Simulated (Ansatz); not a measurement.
Working through a geometry optimisation of C3H5ClOS, SMILES OCC=C(S)Cl

Computed with the Ansatz DFT code, driven from Python.

Contents of `c3h5clos.xyz`:
```text
11

O     1.98740   -0.97230    0.85200
C     0.56930   -1.12520    0.50330
C     0.10680   -0.00950   -0.40620
C    -0.82510    0.82770   -0.21440
S    -1.25830    2.04440   -1.38810
Cl   -1.95290    0.73360    1.15290
H     2.48670   -1.02000    0.02960
H     0.51360   -2.06710   -0.01570
H     0.01220   -1.16330    1.47920
H     0.74790    0.11300   -1.26390
H    -2.32230    2.58160   -0.70800
```

At the Python prompt:
```pycon
>>> import ansatz as az
>>> import numpy as np
>>> c3h5clos = az.Crystal.molecule_from_extxyz("c3h5clos.xyz")
>>> calc = (
...     c3h5clos.calculation()
...     .basis(gaussian="def2-SVP")
...     .functional("pbe0")
... )
>>> symbols = [site.symbol for site in c3h5clos.cartesian_sites]
>>> start = np.array([site.position_ang for site in c3h5clos.cartesian_sites], dtype=float)
>>> report = calc.relax(force_tolerance=0.02).run().report
>>> end = np.array(report["positions_ang"])
>>> print(f"E = {report['free_energy_ev']:.6f} eV = {report['free_energy_ev'] / 27.211386246:.7f} Ha")
E = -28571.485145 eV = -1049.9827126 Ha
>>> print("converged:", report["converged"], " doubts:", report["published_state_doubts"] or "none")
converged: True  doubts: none
>>> print("final positions (A) and the move of each atom")
final positions (A) and the move of each atom
>>> for symbol, xyz, old in zip(symbols, end, start):
...     print(f"{symbol:2s} {xyz[0]:10.5f} {xyz[1]:10.5f} {xyz[2]:10.5f}   {np.linalg.norm(xyz - old):7.4f}")
...
O     1.98553   -0.94780    0.86156    0.0264
C     0.63491   -1.08877    0.50963    0.0753
C     0.14687    0.01287   -0.38056    0.0526
C    -0.97302    0.73238   -0.23464    0.1771
S    -1.53358    1.84126   -1.48587    0.3558
Cl   -2.02806    0.53332    1.13573    0.2146
H     2.51799   -1.05160    0.06639    0.0577
H     0.44082   -2.06286    0.01183    0.0779
H     0.05451   -1.09346    1.44317    0.0893
H     0.75662    0.24708   -1.26122    0.1344
H    -1.93729    2.82049   -0.64533    0.4574
>>> charges = report["charge_distribution"]
>>> print("dipole moment", round(4.803205 * float(np.linalg.norm(charges["dipole_moment_e_ang"])), 3), "D")
dipole moment 1.414 D
>>> print("Mulliken:", [(s, round(q, 3)) for s, q in zip(symbols, charges["mulliken_charges_e"])])
Mulliken: [('O', -0.333), ('C', 0.223), ('C', -0.052), ('C', -0.167), ('S', 0.015), ('Cl', -0.078), ('H', 0.171), ('H', 0.043), ('H', 0.044), ('H', 0.04), ('H', 0.094)]
```

What to keep in mind:
- Total energies depend on the basis set; only differences at equal settings carry meaning.
- The end point is the stationary point reached from this start; no frequency run checks that it is a minimum, and the basis set is modest.
- Timing: 3 min on 1 thread of Arm Neoverse N1, on a shared host, peak memory 0.36 GiB.
